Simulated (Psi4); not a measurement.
Pair of molecules, SMILES c1ccccc1 with SMILES O (the first has 12 atoms); geometry from S66by8 set.
(charge 0, multiplicity 1):
```xyz
15

C      0.7805    -0.6099    -1.2076
H      0.8965    -1.1377    -2.1441
C      0.4783     0.7510    -1.2079
H      0.3573     1.2782    -2.1441
C      0.3276     1.4319     0.0000
H      0.0918     2.4871     0.0000
C      0.4783     0.7510     1.2079
H      0.3573     1.2782     2.1441
C      0.7805    -0.6099     1.2076
H      0.8965    -1.1377     2.1441
C      0.9320    -1.2900     0.0000
H      1.1688    -2.3452     0.0000
O     -2.7862    -0.2741     0.0000
H     -2.6214    -1.2188     0.0000
H     -1.8989     0.0975     0.0000
```

These are SAPT0/jun-cc-pV(D+d)Z (Psi4) values and carry that method's errors.

Question: Give the four SAPT terms and the total, and say what mostly holds the pair together.

Answer: electrostatics -13.4, exchange 12.9, induction -3.7, dispersion -8.6, total -12.8 kJ/mol; the largest attraction is electrostatics.
